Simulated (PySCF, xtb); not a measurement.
NO₂, SMILES O=N[O] (connectivity only; charge and spin as stated), charge -1, multiplicity 1.

GFN2-xTB (xtb) at its own geometry gives an orbital gap of 1.81 eV.

Geometry: r2SCAN-D4/def2-TZVPD. The spin state was assumed, not searched. The isomer is the one that the SMILES or the coordinates give; other isomers of the formula were not compared.

Task: What does PySCF with PBE/def2-TZVPD give? (Estimate from the structure and the level; the computed values follow.)

Result: gap 2.88 eV (levels 1.30 and 4.18 eV).
